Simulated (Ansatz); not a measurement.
# HAl–AlH, singlet in 6-31G: errors against full CI

Geometry: a point of a stretch scan, not a stationary point.

| atom | x (Å) | y (Å) | z (Å) |
| --- | --- | --- | --- |
| Al | 0.0000 | -0.1365 | 1.1635 |
| Al | 0.0000 | 0.1365 | -1.1635 |
| H | 0.0000 | 1.1609 | 2.1376 |
| H | 0.0000 | -1.1609 | -2.1376 |

Basis 6-31G; Ansatz 0.2.0. Only valence electrons are correlated (noble-gas cores frozen), which leaves 8 electrons in 20 orbitals. Prefix R: restricted or restricted open-shell reference; prefix U: unrestricted. Active spaces: valence = (8e, 10o) chosen from the atoms' valence shells; pair = (2e, 2o) about the gap.

Full CI is exact within this basis and frozen core; it isn't the basis-set limit. The frozen core follows each run's orbitals, which can shift R against U totals by a few meV.

The UHF ⟨S²⟩ is 0.661, the T1 diagnostic (RCCSD) is 0.0264 and the largest doubles amplitude (RCCSD) is 0.240.

```
                   level  E − E(full CI) (kJ/mol)  share of correlation (%)     wall time
                     RHF                    273.2                      0.00             –
                    RMP2                     90.5                     66.86             –
                    CISD                     28.9                     89.43        0.39 s
                   RCCSD                      9.9                     96.37             –
                RCCSD(T)                      3.2                     98.83        0.48 s
                 BCCD(T)                      3.4                     98.77        0.36 s
                  RCCSDT                      0.8                     99.69             –
               RCCSDT(Q)                      0.2                     99.93        0.87 s
                 RCCSDTQ                      0.0                     99.99         4.2 s
     CASSCF (pair space)                    200.2                     26.71             –
     NEVPT2 (pair space)                     65.6                     75.98        0.39 s
     MRCISD (pair space)                     15.6                     94.31             –
   MRCISD+Q (pair space)                      1.8                     99.34        0.57 s
  CASSCF (valence space)                     52.2                     80.87             –
  NEVPT2 (valence space)                     16.7                     93.90  4.7 s (H100)
  MRCISD (valence space)                      1.9                     99.32             –
MRCISD+Q (valence space)                      0.9                     99.67  9.5 s (H100)
```

The correlation energy at full CI, counted from RHF, is -2.831 eV. That run took 7.5 s on 2 threads of AMD EPYC 7R13 with a shared H100 80 GB, shared host over 5,883,561 determinants.

Run but not shown, since their state, orbitals or frozen core can't be matched to the reference's or they repeat it: UHF, UMP2, UCCSD, UCCSD(T), UCCSDT, UCCSDT(Q), UCCSDTQ.

Times hold each run's SCF and search for its determinant on a shared host, so for small cases they say little of a method's own cost; rows without a card ran on 1 thread of AMD EPYC 7R13. Some runs computed forces too.

The full-CI state has the irrep Ag of C2h, in the program's axes.

Natural occupations of full CI about the gap: 1.964 1.962 1.946 1.795 0.166 0.043 0.040 0.023 0.018 0.017; effectively unpaired electrons, Σ n²(2−n)², 0.27.
